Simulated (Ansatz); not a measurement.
```yaml
crystal:
  periodic: [false, false, false]
  atoms:
    - {symbol: Pt, position_ang: [0.000000, 0.000000, 0.000000]}
    - {symbol: Cl, position_ang: [0.000000, 0.000000, 2.380000]}
basis:
  gaussian: {orbitals: def2-TZVP}
total_charge: 1
magnetization: {spin_polarized: true, initial_magnetization: 2}
hamiltonian: {xc: pbe0}
relax: {f_tol: 0.004, max_steps: 80}
```

```sh
$ ansatz run in.yaml --threads 1 --pin off --events-out ev --progress --plain --max-ram 2176MiB
```

Steps of the relaxation (energy above the last step; positions in Å, forces in eV/Å):

```
2
step 1, 442.5 meV
Pt    0.000    0.000    0.000    0.000    0.000    2.831
Cl    0.000    0.000    2.380    0.000    0.000   -2.831
```

```
2
step 2, 14.6 meV
Pt    0.000    0.000    0.143    0.000    0.000   -0.839
Cl    0.000    0.000    2.237    0.000    0.000    0.839
```

```
2
step 3, 1.8 meV
Pt    0.000    0.000    0.118    0.000    0.000    0.269
Cl    0.000    0.000    2.262    0.000    0.000   -0.269
```

```
2
step 4, 0.0 meV
Pt    0.000    0.000    0.124    0.000    0.000    0.022
Cl    0.000    0.000    2.256    0.000    0.000   -0.022
```

```
2
step 5, 0.0 meV
Pt    0.000    0.000    0.125    0.000    0.000    0.000
Cl    0.000    0.000    2.255    0.000    0.000    0.000
```

Close pairs at the end: Pt1–Cl2 2.130 Å.

A stationary point of unrestricted PBE0 after 5 steps, with ⟨S²⟩ = 2.005 against 2.00 for a pure state. 48 s on 1 thread of Intel Xeon Platinum 8488C, shared host.
